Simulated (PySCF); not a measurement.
# Sulfur: a sound run and one with changed settings

Sound run: S [Ne] 3s2 3p4, S⁺ [Ne] 3s2 3p3. Calculation: PySCF 2.14, in cc-pV(T+d)Z; no relativity, point nucleus. In the sound run the correlated levels freeze [Ne]. The sound run starts from symmetry-adapted Hartree-Fock orbitals and uses a fine grid where one is needed.

Changed run: all electrons correlated in a basis built for the valence shell.

```json
{"species": "S", "method": "MP2", "sound run (hartree)": "-397.62617", "changed run (hartree)": "-397.72452", "converged": "yes"}
{"species": "S", "method": "CCSD(T)", "sound run (hartree)": "-397.65444", "changed run (hartree)": "-397.75197", "converged": "yes"}
{"species": "S⁺", "method": "MP2", "sound run (hartree)": "-397.26014", "changed run (hartree)": "-397.35862", "converged": "yes"}
{"species": "S⁺", "method": "CCSD(T)", "sound run (hartree)": "-397.28341", "changed run (hartree)": "-397.38087", "converged": "yes"}
```

Ionisation energy of S:

```csv
method,sound run (eV),changed run (eV)
UHF,9.235,9.235
MP2,9.960,9.957
SCS-MP2,10.038,10.034
CCSD,10.065,10.065
CCSD(T),10.096,10.098
```

A valence basis has no tight correlating functions, so it recovers only part of the core correlation, and not evenly between atom and ion.

For comparison, NIST gives 10.360 eV between the lowest levels.
